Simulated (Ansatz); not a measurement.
Rutile MnF2, treated with BLYP (Ansatz, a quantum-chemistry and plane-wave program, plane waves, PAW).

Run with plane-wave cutoff 520 eV, 8×8×10 k mesh (along the axes of the cell as run), Fermi–Dirac smearing 0.01 eV, spin-polarised with opposed moments, scalar-relativistic PAW data made under PBE.

Results at a series of volumes:

| V (Å³/atom) | E − E_lowest (meV/atom) | P (GPa) |
|---|---|---|
| 13.245 | 5.91 | 3.58 |
| 13.521 | 1.41 | 1.68 |
| 13.797 | 0.00 | -0.01 |
| 14.073 | 1.33 | -1.50 |
| 14.349 | 5.08 | -2.82 |

Estimate the bulk modulus from the pressures at 13.521 and 14.073 Å³/atom, and compare it with a fit to all energies.

B = −V dP/dV. Between V = 13.521 and 14.073 Å³/atom, dP/dV = (-1.50 − (1.68))/(14.073 − 13.521) = -5.76 GPa per Å³/atom; at the midpoint 13.797 Å³/atom this gives B ≈ 79.5 GPa. The third-order Birch–Murnaghan fit gives V0 = 13.795 Å³/atom, B0 = 79.4 GPa, B′ = 5.2, which lies within 1 % of that estimate.

Shape and atoms are relaxed at each volume.

Note: without U or exact exchange, gaps and moments of open d shells tend to come out too small; the bulk modulus comes from volumes at which shape and atoms were relaxed.

The computed numbers hold no vibrational or temperature effects.
